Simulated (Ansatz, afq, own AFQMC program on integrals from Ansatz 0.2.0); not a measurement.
BSiH6, doublet: AFQMC among the cluster methods

```json
{"atom": "Si", "x (Å)": "-0.8750", "y (Å)": "0.0000", "z (Å)": "0.0000"}
{"atom": "H", "x (Å)": "-1.3698", "y (Å)": "1.3997", "z (Å)": "0.0000"}
{"atom": "H", "x (Å)": "-1.3698", "y (Å)": "-0.6999", "z (Å)": "1.2122"}
{"atom": "H", "x (Å)": "-1.3698", "y (Å)": "-0.6999", "z (Å)": "-1.2122"}
{"atom": "H", "x (Å)": "0.7470", "y (Å)": "0.0000", "z (Å)": "0.0000"}
{"atom": "B", "x (Å)": "2.1000", "y (Å)": "0.0000", "z (Å)": "0.0000"}
{"atom": "H", "x (Å)": "2.6091", "y (Å)": "0.0000", "z (Å)": "1.0770"}
{"atom": "H", "x (Å)": "2.6091", "y (Å)": "0.0000", "z (Å)": "-1.0770"}
```

Basis cc-pVDZ. Noble-gas cores (and the filled d shells of Ga–Kr and In–Xe) are frozen. AFQMC by an in-house program on the Cholesky factors that Ansatz 0.2.0 writes for its CCSD(T) run. The CISD trial takes its coefficients from CCSD amplitudes. Released means that phaseless walkers are propagated on without the constraint, phases kept. Error bars are statistical, one sigma.

Determinant: UHF, the one that the program's search chose, which needn't be the lowest solution. The geometry is a point of a scan.

No full CI on the walks' own integrals is used here; CCSDT(Q) serves as the reference and is uncertain by about the last step of the cluster series.

The T1 diagnostic is 0.0123 and the weight of the determinant in the CISD state is 0.871. The ⟨S²⟩ of the determinant is 0.765 and the size of the correlated space is 13 electrons in 56 orbitals.

```csv
level,correlation energy (eV)
MP2,-5.4844
CCSD,-6.8475
CCSD(T),-6.9958
```

**Question.** Estimate where AFQMC with the constraint released lies against CCSD(T) on the same integrals.

**Answer.** 3.9 ± 0.3 kJ/mol below CCSD(T).

Reference: CCSDT(Q), correlation energy -7.034 eV. The released energy is read at 2.40 1/Eh (meV from the phaseless value at times in 1/Eh: -2.6 ± 2.4 at 0.24, -8.5 ± 2.0 at 0.51, -4 ± 4 at 0.99, -7 ± 3 at 1.62, -11 ± 3 at 2.40).

```tsv
level	E − E(reference) (kJ/mol)	share of correlation (%)
CCSD(T)	3.6	99.46
CCSDT	0.5	99.93
ph-AFQMC/CISD	0.8 ± 0.2	99.88
released AFQMC	-0.3 ± 0.3	100.04
```

A walk keeps the symmetry of its determinant, which the program's search chose and which needn't be the lowest solution, so a lower state of the same spin and another symmetry isn't excluded. Released energies are given only where the last usable release times agree within the noise; a slower fall can still hide under it.
